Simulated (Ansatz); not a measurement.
# AlN (triplet): wave-function methods side by side at distance Al1–N2 = 1.789 Å, cc-pVDZ

Aim: climb from Hartree-Fock through coupled cluster and multireference methods for AlN (triplet) at one geometry and basis, and see what each rung misses.

Program: Ansatz 0.2.0, Gaussian basis. Level of theory: cc-pVDZ, core rule «outside noble gas», up to 6 orbitals frozen. These are calculated values, not measurements.

To be run: UHF; CCSD(T) on ROHF; CCSD(T) on UHF; BCCD(T) on ROHF; CISD; CCSDT(Q) on ROHF; CCSDT(Q) on UHF; CCSDTQ on ROHF; CCSDTQ on UHF; CASSCF and MRCISD+Q, 4 electrons in 4 orbitals; CASSCF and NEVPT2, 4 electrons in 4 orbitals; CASSCF and MRCISD+Q, 8 electrons in 8 orbitals; CASSCF and MRCISD+Q(relaxed), 8 electrons in 8 orbitals; CASSCF and NEVPT2, 8 electrons in 8 orbitals; Full CI.

1 further run of the same task is left out (for a known fault of the program).

## Step 1: The geometry

The geometry derives from a PBE0/def2-TZVP stationary point (not a proven minimum). One bond is set to the value named and the two fragments are kept rigid.

2 atoms, charge 0, spin multiplicity 3.

Atoms are counted from 1 here; the program's logs count them from 0.

Bond lengths: Al1–N2 1.789 Å.

## Step 2: UHF

in.yaml reads:

```yaml
crystal:
  periodic: [false, false, false]
  atoms:
    - {symbol: Al, position_ang: [0.000000, 0.000000, 0.000000]}
    - {symbol: N, position_ang: [0.000000, 0.000000, 1.789283]}
basis:
  gaussian: {orbitals: cc-pVDZ}
magnetization: {spin_polarized: true, initial_magnetization: 2}
hamiltonian: {xc: hf}
output: {orbitals: {seedname: orbitals}}
```

On the command line:

```sh
ansatz run in.yaml --threads 1 --pin off --events-out ev --progress --plain --max-ram 8192MiB --backend cpu
```

Further steps of the session: CCSD(T) on ROHF; CCSD(T) on UHF; BCCD(T) on ROHF; CISD; CCSDT(Q) on ROHF; CCSDT(Q) on UHF; CCSDTQ on ROHF; CCSDTQ on UHF; CASSCF and MRCISD+Q, 4 electrons in 4 orbitals; CASSCF and NEVPT2, 4 electrons in 4 orbitals; CASSCF and MRCISD+Q, 8 electrons in 8 orbitals; CASSCF and MRCISD+Q(relaxed), 8 electrons in 8 orbitals; CASSCF and NEVPT2, 8 electrons in 8 orbitals; Full CI.

**Question.** What will the summary of the whole plan be? Wanted: FCI below the RHF energy; RMP2 from FCI; UMP2 from FCI; RCCSD from FCI; RCCSD(T) from FCI; UCCSD(T) from FCI; RCCSDT(Q) from FCI; UCCSDT(Q) from FCI; NEVPT2 pair from FCI.

The runs gave:

```
                         quantity                                                                              value
         FCI below the RHF energy                                                                         -4.9943 eV
                    RMP2 from FCI                                                                      +121.8 kJ/mol
                    UMP2 from FCI                                                                      +115.3 kJ/mol
                   RCCSD from FCI                                                                       +26.4 kJ/mol
                RCCSD(T) from FCI                                                                        +7.9 kJ/mol
                UCCSD(T) from FCI                                                                        +7.9 kJ/mol
               RCCSDT(Q) from FCI                                                                        -0.2 kJ/mol
               UCCSDT(Q) from FCI                                                                        -0.4 kJ/mol
             NEVPT2 pair from FCI                                                                      +109.0 kJ/mol
           MRCISD+Q pair from FCI                                                                       +24.0 kJ/mol
          NEVPT2 valence from FCI                                                                       +72.2 kJ/mol
levels within 1 kcal/mol (43 meV)  RCCSDT, UCCSDT, RCCSDT(Q), UCCSDT(Q), RCCSDTQ, UCCSDTQ, MRCISD+Q(relaxed) valence
                    T1 diagnostic                                                                              0.077
   effectively unpaired electrons                                                                               2.15
```

In words: RCCSD(T) lands +7.9 kJ/mol from the yardstick (1.6 % of the correlation energy). UCCSDT(Q), MRCISD+Q(relaxed) valence fall below full CI: unrestricted runs freeze a spin-polarised core, another one than full CI's, and coupled cluster isn't variational. The occupations are near whole numbers, but T1 = 0.077 shows that the orbitals relax strongly. Of the multireference levels listed MRCISD+Q(relaxed) valence comes nearest in total energy (-2.0 kJ/mol), which doesn't show that its space is the better one. Coupled cluster took another determinant than the lowest Hartree-Fock one. These misses are within one basis, not against nature; the frozen cores of restricted and unrestricted runs differ, which can shift their rows.
